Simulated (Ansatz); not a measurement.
Mulliken charges of CH3NS, SMILES `N=CS` from r2SCAN/def2-TZVPP in Ansatz (PBE0-D4/def2-TZVP geometry).

```json
{"atom": "N1", "x (Å)": "-0.899", "y (Å)": "-0.577", "z (Å)": "-0.152", "charge (e)": "-0.343"}
{"atom": "C2", "x (Å)": "0.200", "y (Å)": "0.013", "z (Å)": "-0.337", "charge (e)": "0.086"}
{"atom": "S3", "x (Å)": "1.040", "y (Å)": "0.897", "z (Å)": "0.915", "charge (e)": "-0.078"}
{"atom": "H4", "x (Å)": "-1.215", "y (Å)": "-1.029", "z (Å)": "-1.009", "charge (e)": "0.161"}
{"atom": "H5", "x (Å)": "0.755", "y (Å)": "0.047", "z (Å)": "-1.281", "charge (e)": "0.060"}
{"atom": "H6", "x (Å)": "0.119", "y (Å)": "0.649", "z (Å)": "1.864", "charge (e)": "0.112"}
```

Task: By hand: the dipole of these point charges (1 e Å = 4.8032 D).

Result: Σ q r = (0.107, 0.039, -0.079) e Å, of length 0.139 e Å = 0.67 D.

Task: How does the dipole of the full density compare? (Best estimate.)

Result: Computed: (0.104, -0.015, -0.245) e Å, 1.28 D; the point charges give 0.52 times that, at 36° from its direction.

Point charges leave out the atoms' own dipoles, such as those of lone pairs, and Mulliken's split depends on the basis, so the two needn't agree.
